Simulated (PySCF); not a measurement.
# C5H4O (Cyclopentadienone): the cost of one run

Programs: PySCF 2.14.0, with density-fitted response routines of our own. Each step states its level of theory. These are calculated values for one molecule in the gas phase, unless marked as measured. Atoms count from 0, in the outputs and in this text.

## 1. The starting structure

10 atoms, charge 0, multiplicity 1; geometry from: MMFF94s. The atoms were then displaced at random by about 0.03 Å, so the start is not that level's minimum.

Bonds of the start (Å): O0–C1 1.29, C1–C2 1.50, C2–C3 1.19, C3–C4 1.46, C4–C5 1.32, C5–C1 1.44, C2–H6 1.10, C3–H7 1.13, C4–H8 1.06, C5–H9 1.09.

## 2. Geometry optimisation at PBE0-D3(BJ)/def2-SVP

The job: settings as JSON, then the geometry in Å.

```
{"job": {"xc": "PBE0", "basis": "def2-SVP", "d3": "d3bj", "grid": 1, "shake": 0.03, "kind": "geom"}, "charge": 0, "multiplicity": 1}
O      2.429700     0.183120    -0.162890
C      1.146860     0.114080    -0.092680
C      0.127330     1.210470     0.035880
C     -0.900010     0.616710     0.109010
C     -0.859630    -0.832990    -0.014150
C      0.423210    -1.134650    -0.115120
H      0.464490     2.255350     0.108560
H     -1.906310     1.123390     0.213100
H     -1.685490    -1.489280     0.098860
H      0.884510    -2.122940    -0.176140
```

Started as:

```bash
> OMP_NUM_THREADS=1 python probes_run.py task.json out
```

One launch serves the whole session: the jobs run in the order shown.

**Question.** How long does this first job take on 1 thread of Arm Neoverse V2, shared host, and how much memory does it need?

About 27 s, with a peak of 0.41 GiB.
